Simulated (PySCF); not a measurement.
## HCl from Hartree–Fock to correlated methods

State: ¹Σ⁺ (singlet), closed shell. Set-up: basis H aug-cc-pVDZ, Cl aug-cc-pV(D+d)Z; no relativity; PySCF 2.14. De refers to H + Cl in their high-spin ground configurations, without counterpoise correction. A positive dipole means H(−)Cl(+).

```json
{"Level": "RHF", "Re (Å)": "1.272", "ωe (cm⁻¹)": "3141", "De (eV)": "3.33", "μ (D)": "-1.21"}
{"Level": "RHF-MP2", "Re (Å)": "1.283", "ωe (cm⁻¹)": "3036", "De (eV)": "4.41", "μ (D)": "n/a"}
{"Level": "RHF-SCS-MP2", "Re (Å)": "1.285", "ωe (cm⁻¹)": "3020", "De (eV)": "4.40", "μ (D)": "n/a"}
{"Level": "RHF-CCSD", "Re (Å)": "1.286", "ωe (cm⁻¹)": "3004", "De (eV)": "4.37", "μ (D)": "n/a"}
{"Level": "RHF-CCSD(T)", "Re (Å)": "1.287", "ωe (cm⁻¹)": "2985", "De (eV)": "4.42", "μ (D)": "n/a"}
{"Level": "PBE", "Re (Å)": "1.297", "ωe (cm⁻¹)": "2889", "De (eV)": "4.60", "μ (D)": "-1.11"}
{"Level": "BLYP", "Re (Å)": "1.300", "ωe (cm⁻¹)": "2840", "De (eV)": "4.50", "μ (D)": "-1.09"}
{"Level": "r²SCAN", "Re (Å)": "1.288", "ωe (cm⁻¹)": "2967", "De (eV)": "4.60", "μ (D)": "-1.16"}
{"Level": "PBE0", "Re (Å)": "1.286", "ωe (cm⁻¹)": "2993", "De (eV)": "4.53", "μ (D)": "-1.15"}
{"Level": "r²SCAN0", "Re (Å)": "1.281", "ωe (cm⁻¹)": "3032", "De (eV)": "4.53", "μ (D)": "-1.18"}
{"Level": "B2PLYP", "Re (Å)": "1.286", "ωe (cm⁻¹)": "2982", "De (eV)": "4.48", "μ (D)": "-1.17"}
```

The bond length runs from 1.272 Å (RHF) to 1.300 Å (BLYP). De spans 3.33 eV (RHF, mean field) to 4.60 eV (r²SCAN, meta-GGA). Correlation at CCSD(T) changes the Hartree–Fock bond energy by +1.09 eV; the triples alone change it by +0.05 eV.

Correlated steps freeze 5 core orbitals. Correlated levels converge slowly with the basis: in double zeta they bind strong bonds too weakly, by up to about 1 eV, and carry superposition errors of some tenths. Where the molecule has an RHF reference, its open-shell atoms are computed with UHF. B2PLYP dipoles, levels and charges come from its SCF part alone.
